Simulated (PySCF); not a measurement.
System: formic acid, CH$_{2}$O$_{2}$, charge 0, multiplicity 1. SMILES: OC=O
Structure (B3LYP-D3(BJ)/def2-TZVP (Ansatz) minimum search):
```xyz
5

O     -1.0316    -0.4355    -0.0191
C      0.0042     0.4206     0.0039
O      1.1586     0.1057     0.0179
H     -0.6697    -1.3375    -0.0221
H     -0.3712     1.4518     0.0079
```
Charge 0, spin multiplicity 1.

Dispersion corrections to the total energy (kcal/mol) from the dftd3 and dftd4 libraries through PySCF: D3(BJ) without and D4 with the three-body term, each with the damping fitted for the functional named.

```
functional  D3(BJ)     D4
----------  ------  -----
BHLYP        -1.44  -1.07
B3LYP        -1.94  -1.66
PBE0         -0.93    ___
HF          -12.02    ___
LC-wPBE      -0.96  -1.13
CAM-B3LYP    -0.76  -0.82
TPSSh          ___  -1.27
```

Task: Fill in the missing entries.

Result: 
- PBE0, D4: -0.84
- HF, D4: -4.63
- TPSSh, D3(BJ): -1.24
